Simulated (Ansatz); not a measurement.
**H₂OF, doublet: from triple and quadruple zeta to the limit**

```tsv
atom	x (Å)	y (Å)	z (Å)
O	-1.2399	-0.0252	0.0000
H	-1.4892	0.9013	0.0000
H	0.0761	-0.0252	0.0000
F	1.1191	-0.0252	0.0000
```

Connectivity, by distances: OH ··· FH.

Ansatz 0.2.0, UHF determinant, valence electrons correlated. Energies in eV.

```json
{"set": "def2-TZVPP", "X": "3", "functions": "90", "Hartree–Fock": "-4774.8396", "MP2 correlation": "-13.0236", "CCSD(T) correlation": "-13.7601", "time": "26 s on 1 × NVIDIA H100 80GB HBM3 with 1 thread of AMD EPYC 7R13 Processor (Zen 3), with other jobs on the host"}
{"set": "def2-QZVPP", "X": "4", "functions": "174", "Hartree–Fock": "-4775.0703", "MP2 correlation": "-14.2504", "CCSD(T) correlation": "-14.9374", "time": "26 s on 1 × NVIDIA H100 80GB HBM3 with 1 thread of AMD EPYC 7R13 Processor (Zen 3) (shared host)"}
```

Hartree–Fock is taken to follow E(X) = E∞ + A·exp(−7.88·√X), correlation E(X) = E∞ + B·X^−2.97.

Question: Work out the CCSD(T) energy at the limit, and how far the shortcut misses it that extrapolates MP2 and adds CCSD(T) minus MP2 from the smaller set.

Answer: Hartree–Fock: E∞ = E4 + 0.1377·(E4 − E3) = -4775.1021. Correlation: E∞ = E4 + 0.7407·(E4 − E3) = -15.8094 for CCSD(T) and -15.1590 for MP2. The limit is -4790.9115 eV, 0.904 eV below def2-QZVPP. The shortcut gives a correlation energy of -15.1590 + (-0.7365) = -15.8955, 86 meV lower than the direct value.
